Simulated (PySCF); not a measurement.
Spectrum to structure. Theory: PySCF, TDDFT CAM-B3LYP/aug-cc-pVTZ, vertical, gas phase, core orbitals frozen in the response. Geometries: PBE0-D3(BJ)/def2-TZVP, one conformer each.

```
state  E (eV)       f
   S1    8.34  0.0035
   S2    8.49  0.0056
   S3    8.59   0.012
   S4    8.74   0.042
   S5    8.90  0.0088
   S6    8.91  0.0082
   S7    9.02   0.024
   S8    9.03   0.046
   S9    9.05   0.120
  S10    9.10   0.045
```

Triplets computed (Tamm–Dancoff): 8.20, 8.31, 8.41, 8.56 eV.

Problem. Which structure fits?
A. `COCOC`
B. `CCCCF`
C. `C[C@H](O)CO`

Solution. B. Its S1, at 8.34 eV, is the highest among the candidates; the nearest of the others has S1 at 7.19 eV. S1 is HOMO→LUMO (78%). Löwdin shares by element: HOMO carbon 48% or more, fluorine 17% (atoms not listed hold the other 35%); LUMO hydrogen 54% or more (atoms not listed hold the other 46%). At the same level the other candidates give, for their lowest levels:
- `COCOC`: 7.19 eV (f 0.008); 7.26 eV (f 0.017); 7.77 eV (f 0.019); 7.80 eV (f 0.010); 7.85 eV (f 0.057); T1 7.11 eV; HOMO -9.38, LUMO 0.30 eV
- `C[C@H](O)CO`: 6.81 eV (f 0.005); 6.90 eV (f 0.005); 7.45 eV (f 0.027); 7.73 eV (f 0.004); 7.84 eV (f 0.044); T1 6.60 eV; HOMO -9.29, LUMO 0.09 eV

Shape of the structure used: `[CH3:1][CH2:2][CH2:3][CH2:4][F:5]`: C1–C2–C3–C4 179°, C2–C3–C4–F5 -64°.

Without π bonds the low states are Rydberg-like; a valence basis with one diffuse set may place them up to an eV too high.
